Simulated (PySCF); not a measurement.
All values below come from PBE-D3(BJ)/def2-TZVP // PBE0-D4/def2-TZVP (PySCF). Isolated molecules, 0 K electronic values unless said otherwise. 

Reference species (SMILES): `c1cscn1` (neutral, multiplicity 1).

```
Quantity        Result
-------------  -------
HOMO–LUMO gap  4.60 eV
dipole moment   1.54 D
```

Changed species: `c1cscc1` (parent ring; the reference has 1 ring CH replaced by N).

Problem. Give the shifts of the HOMO–LUMO gap and dipole moment.

Solution. the HOMO–LUMO gap increases by 0.02 eV, to 4.62 eV; the dipole moment falls by 1.11 D, to 0.43 D.
